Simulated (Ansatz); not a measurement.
# FH3SSi: ladder of basis sets

Aim: a ladder of basis sets, for FH3SSi, run from a script. SMILES: F[SiH2]S.

Computed with Ansatz 0.2.0, driven from Python. The levels of theory stand in the script.

## (1) Starting point

Bond lengths: F1–Si2 1.538 Å, Si2–S3 2.115 Å, Si2–H4 1.472 Å, Si2–H5 1.496 Å, S3–H6 1.358 Å. Angles: F1–Si2–S3 108.2°, F1–Si2–H4 112.3°, F1–Si2–H5 111.0°, S3–Si2–H4 108.0°, S3–Si2–H5 109.6°, H4–Si2–H5 107.7°, Si2–S3–H6 96.6°.

No structure file is read: the coordinates are typed or built in the script.

## (2) The code

Input file fh3ssi.py:

```python
"""Basis-set convergence for FH3SSi."""

from dataclasses import dataclass

import ansatz as az


@dataclass
class Options:
    level: str = "mp2"


settings = Options()

GEOMETRY = """
F    -1.83890    0.55310   -0.26640
Si   -0.39750    0.02450   -0.36480
S     0.52040    0.25070    1.52670
H    -0.34890   -1.40140   -0.72520
H     0.38160    0.77970   -1.39440
H     1.72530   -0.27050    1.17780
"""

mol = az.Crystal.molecule()
for line in GEOMETRY.strip().splitlines():
    symbol, *xyz = line.split()
    mol = mol.atom(symbol, [float(v) for v in xyz])

calc = mol.calculation().correlation(settings.level)

energies = {}
for basis in ["cc-pVDZ", "cc-pVTZ"]:
    summary = calc.basis(gaussian=basis).run().report
    size = summary["n_frozen"] + summary["n_occupied"][0] + summary["n_virtual"][0]
    energies[basis] = (summary["reference_energy_ev"] / 27.211386246, summary["free_energy_ev"] / 27.211386246)
    print(f"{basis:14s} {size:4d} orbitals  reference {energies[basis][0]:14.6f} Ha  total {energies[basis][1]:14.6f} Ha")

# two-point extrapolation: the basis-set error of the correlation energy falls as X^-3
small, large = (energies[b][1] - energies[b][0] for b in ("cc-pVDZ", "cc-pVTZ"))
limit = (3 ** 3 * large - 2 ** 3 * small) / (3 ** 3 - 2 ** 3)
print(f"correlation energy: {small:.6f} and {large:.6f} Ha, extrapolated {limit:.6f} Ha")
print(f"share caught by the larger set: {100 * large / limit:.1f} %")
```

## (3) The calls as engine input

The engine receives this input (first run):

```yaml
crystal:
  periodic: [false, false, false]
  atoms:
    - { symbol: F, position_ang: [-1.8389, 0.5531, -0.2664] }
    - { symbol: Si, position_ang: [-0.3975, 0.0245, -0.3648] }
    - { symbol: S, position_ang: [0.5204, 0.2507, 1.5267] }
    - { symbol: H, position_ang: [-0.3489, -1.4014, -0.7252] }
    - { symbol: H, position_ang: [0.3816, 0.7797, -1.3944] }
    - { symbol: H, position_ang: [1.7253, -0.2705, 1.1778] }
basis:
  gaussian:
    orbitals: cc-pVDZ
correlation:
  method: mp2
```

## (4) Running it

Command:

```console
> python fh3ssi.py
```

Log:

```text
cc-pVDZ          65 orbitals  reference    -787.723193 Ha  total    -788.140743 Ha
cc-pVTZ         140 orbitals  reference    -787.809076 Ha  total    -788.359390 Ha
correlation energy: -0.417550 and -0.550314 Ha, extrapolated -0.606215 Ha
share caught by the larger set: 90.8 %
```

Wall time 3.1 s (1 thread of Arm Neoverse V1, shared host); peak memory 0.27 GiB.

## (5) What changed from run to run

The engine's inputs for the other runs:

Run 2, against run 1:

```diff
@@ -12 +12 @@
-    orbitals: cc-pVDZ
+    orbitals: cc-pVTZ
```

## (6) Run by run

The 2 runs, in the order started:

```csv
run,basis,energy (eV),iterations in all,CPU time (s)
1,cc-pVDZ,-21446.4022,14,0.59
2,cc-pVTZ,-21452.3519,16,2
```

Correlation energies (total less mean field):

```
  basis  correlation (eV)  share of the last  miss against the last (eV)  CPU time (s)
cc-pVDZ           -11.362             75.9 %                      +3.613          0.59
cc-pVTZ           -14.975            100.0 %                      +0.000             2
```

## (7) Results

| quantity | value |
| --- | --- |
| extrapolated correlation energy | -0.606215 Ha |
| runs compared | 2 |
| correlation energy, last run | -14.975 eV |

In words: Against cc-pVDZ: cc-pVTZ -218.6 mHa. The last step alone is -218.65 mHa. From the first set to the last the time grows from 0.6 to 2.0 s. Reading the output:
- The drop along the ladder measures the basis error, and is no property of the molecule.
- The geometry is a force-field or estimated start, not a minimum of this method, and the last set is no limit. Much of the fall in a total is atomic energy, which cancels in bond and reaction energies.
- Inner cores stay frozen, so this is valence correlation.
- For Al to Cl the sets with a tight d function, cc-pV(X+d)Z, are usual.
- An extrapolation from small basis sets is rough.
